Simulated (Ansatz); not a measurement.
Born–Oppenheimer molecular dynamics of BFH₄O (7 atoms, charge 0, multiplicity 1). It starts at the highest image of a converged band, a first-order saddle point between two minima.

These are results of Ansatz 0.2.0, RKS B3LYP/6-31G*, not measurements.

* ensemble: NVE (velocity Verlet)
* time step: 0.5 fs
* steps asked: 200
* starting velocities drawn for: 100 K
* seed: 9689

First frame:

```xyz
7
Properties=species:S:1:pos:R:3
B 0.041 0.075 0.132
O -0.013 -0.015 1.638
H -0.884 -0.319 1.936
H 1.123 -0.155 -0.306
H -0.959 -0.270 -0.423
F -0.038 1.738 0.335
H -0.057 1.269 1.337
```

Q: How far do the bonds stretch over the last three quarters of this one trajectory? (Pairs bonded in most of those frames.)

A: 
```json
{"bond": "B1–O2", "mean (Å)": "1.389", "spread (Å)": "0.039", "shortest": "1.35", "longest": "1.49"}
{"bond": "B1–H4", "mean (Å)": "1.194", "spread (Å)": "0.014", "shortest": "1.17", "longest": "1.22"}
{"bond": "B1–H5", "mean (Å)": "1.199", "spread (Å)": "0.026", "shortest": "1.16", "longest": "1.24"}
{"bond": "O2–H3", "mean (Å)": "0.969", "spread (Å)": "0.008", "shortest": "0.96", "longest": "0.98"}
{"bond": "F6–H7", "mean (Å)": "0.951", "spread (Å)": "0.020", "shortest": "0.94", "longest": "1.01"}
```

Mean temperature of the second half: 581 K. The conserved energy stayed within 0.068 meV per atom of its start (net change 0.046 meV per atom), so the integration is sound. The kinetic energy rose, since the run started high on the potential surface and went downhill. It ends in pieces (BH3O + FH), so much of that is their flight and rotation, not heat. A run of 0.1 ps of so small a system gives no equilibrium averages. The orbitals stay closed-shell, which can raise the energy where a bond breaks towards radicals; this wasn't checked here.

The run took 2.1 min on 1 thread of Intel(R) Xeon(R) 6975P-C (Granite Rapids), on a shared host, peak memory 0.11 GiB.
